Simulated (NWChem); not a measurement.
**Correlation energy of hydrogen peroxide (H2O2)**

```
O
H 1 0.9670
O 1 1.4185 2 101.03
H 3 0.9670 1 101.03 2 117.50
```
Charge 0, spin multiplicity 1.

Program: NWChem. Structure: optimised with PBE0/def2-SVP, a minimum by its harmonic frequencies. It is one conformer; others weren't searched.

Basis set: cc-pVTZ. Each correlation energy counts from its own Hartree-Fock reference.

The correlated methods keep 2 core orbitals frozen. No row is a measurement; the coupled-cluster row has its own basis-set and correlation limits.

**Question.** One of these methods gave a correlation energy of -494.5 mHa. Which?
(A) SCS-MP2
(B) RI-MP2
(C) CCSD
(D) CR-CCSD[T]

**Answer.** B, RI-MP2. The others give -486.9 (SCS-MP2), -517.3 (CR-CCSD[T]), -502.2 (CCSD).
